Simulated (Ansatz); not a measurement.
**PNH2 (triplet): the correlation ladder at a displaced geometry (v2), cc-pVDZ**

An exercise on one series of results from a longer session: the logs are not shown, and one member is left open.

Computed with Ansatz 0.2.0, Gaussian basis. Level: cc-pVDZ, core rule «outside noble gas», up to 6 orbitals frozen.

To be run: UHF; CCSD(T) on ROHF; CCSD(T) on UHF; BCCD(T) on ROHF; CISD; CCSDT(Q) on ROHF; CCSDT(Q) on UHF; CASSCF and MRCISD+Q, 12 electrons in 10 orbitals; CASSCF and NEVPT2, 12 electrons in 10 orbitals.

25 further runs of the same task are left out: 1 for a mislabelled method, 8 that didn't finish, 16 set aside as unsound or not needed.

### The system

The geometry is a PBE0/def2-TZVP stationary point (not a proven minimum) with its atoms shifted at random (size 0.100 Å).

4 atoms, charge 0, spin multiplicity 3.

Atoms are counted from 1 here; the program's logs count them from 0.

Bond lengths: N1–P2 1.678 Å, N1–H3 0.992 Å, N1–H4 1.085 Å. Angles: P2–N1–H3 122.4°, P2–N1–H4 121.4°, H3–N1–H4 114.9°.

Set-up of the first run:

in.yaml

```yaml
crystal:
  periodic: [false, false, false]
  atoms:
    - {symbol: N, position_ang: [0.110666, -0.003302, 1.076992]}
    - {symbol: P, position_ang: [-0.054208, 0.005072, -0.593276]}
    - {symbol: H, position_ang: [0.022413, 0.819881, 1.623377]}
    - {symbol: H, position_ang: [0.105521, -0.929854, 1.641591]}
basis:
  gaussian: {orbitals: cc-pVDZ}
magnetization: {spin_polarized: true, initial_magnetization: 2}
hamiltonian: {xc: hf}
output: {orbitals: {seedname: orbitals}}
```

Started as:

```bash
> ansatz run in.yaml --threads 1 --pin off --events-out ev --progress --plain --max-ram 2393MiB
```

Steps of the session up to this table: UHF; CCSD(T) on ROHF; CCSD(T) on UHF; BCCD(T) on ROHF; CISD; CCSDT(Q) on ROHF; CCSDT(Q) on UHF; CASSCF and MRCISD+Q, 12 electrons in 10 orbitals; CASSCF and NEVPT2, 12 electrons in 10 orbitals.

One table of the session follows, with a row left open; its other results are not shown here.

| method | from UCCSDT(Q) (kJ/mol) |
| --- | --- |
| ROHF | +771.0 |
| UHF | +754.2 |
| RMP2 | +89.3 |
| UMP2 | +92.9 |
| CISD | +80.0 |
| RCCSD | ? |
| UCCSD | +22.2 |
| RCCSD(T) | +3.4 |
| UCCSD(T) | +3.4 |
| BCCD(T) | +3.3 |
| RCCSDT | +1.8 |
| UCCSDT | +1.7 |
| RCCSDT(Q) | +0.1 |
| UCCSDT(Q) | 0 |
| CASSCF valence | +561.2 |
| NEVPT2 valence | +121.6 |
| MRCISD valence | +44.2 |
| MRCISD+Q valence | +3.1 |

**Question.** Estimate the row for RCCSD.

The run gave: from UCCSDT(Q) (kJ/mol): +22.6. In the column «from UCCSDT(Q) (kJ/mol)» it lies between UCCSD (+22.2) and MRCISD valence (+44.2).

Limits of these values: Restricted and unrestricted rows rest on different reference determinants; where their highest levels disagree by more than a few hundredths of an eV, they describe different states and don't form one ladder.
